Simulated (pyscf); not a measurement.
A first-order saddle from PySCF, ωB97X-D3(BJ)/def2-SVP:

```xyz
9

P      0.5215     1.6007    -0.2405
P      1.0132    -0.4247    -0.4073
H      1.4141     1.8008     0.8540
H      0.1602    -0.6955    -1.5145
Si    -1.2826     0.1333     1.0359
H     -0.2558    -1.0992     0.6087
H     -1.8479     0.2024    -0.3377
H     -0.3031     0.4753     2.1025
H     -2.5478    -0.0445     1.8506
```

Surface: singlet, charge 0. Lowest wavenumbers (cm⁻¹): 762i, 264, 300, 390, 492.

Question: What reaction is this the transition state of?

Answer: `[PH]=[PH]` + `[SiH4]` ⇌ `[SiH3][PH][PH2]`, an addition across a multiple bond or ene-type step read from left to right: H–Si broken and P–Si, H–P formed. At CCSD(T)/def2-TZVPP + ΔMP2(QZVPP) it lies +31.5 kcal/mol from the left side and +58.7 kcal/mol from the right (each side as separated species at their lowest minima found). At the saddle there is also a short P–Si contact that neither side keeps. This is the saddle that the search found; another between the same sides may lie lower. The CCSD(T) − MP2 part came from Ansatz, without density fitting, on the same reference.
